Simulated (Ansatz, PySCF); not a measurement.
This PySCF input computes a CAM-B3LYP/def2-TZVPD energy:

```python
from pyscf import gto, scf, dft

mol = gto.M(
    atom='''
    C    -0.03124793   -0.06375843   -1.25786558
    C     0.00426770   -0.02343511   -0.00300284
    H     0.07165628   -0.76285566   -2.05909856
    O     0.01127814    0.16075211    1.20303864
    ''',
    basis='def2-tzvpd',
    charge=-1,
    spin=0,
    verbose=4,
)

mf = dft.RKS(mol, xc='camb3lyp').density_fit(auxbasis='def2-universal-jkfit')
mf.grids.level = 3
mf.conv_tol = 1e-9
mf.max_cycle = 100
mf.max_memory = 1500
mf.kernel()
if not mf.converged:
    mf = mf.newton()
    mf.kernel(mf.make_rdm1())
mf.analyze()
```

### Question
Write an input for the same energy in Ansatz (a quantum-chemistry and plane-wave program) and say what it gives.

### Answer

Ansatz 0.2 input:
```yaml
crystal:
  periodic: [false, false, false]
  atoms:
    - {symbol: C, position_ang: [-0.03124793, -0.06375843, -1.25786558]}
    - {symbol: C, position_ang: [0.00426770, -0.02343511, -0.00300284]}
    - {symbol: H, position_ang: [0.07165628, -0.76285566, -2.05909856]}
    - {symbol: O, position_ang: [0.01127814, 0.16075211, 1.20303864]}
basis:
  gaussian:
    orbitals: def2-TZVPD
hamiltonian:
  xc: {name: CAM-B3LYP}
total_charge: -1
output: {forces: true}
```
It gives -152.00286 Eh, and PySCF -152.00288 Eh, a difference of 0.02 mEh, from the treatment of integrals and grids.

It need not be the lowest isomer of its formula. Whether it binds its extra electron was not tested at this geometry.
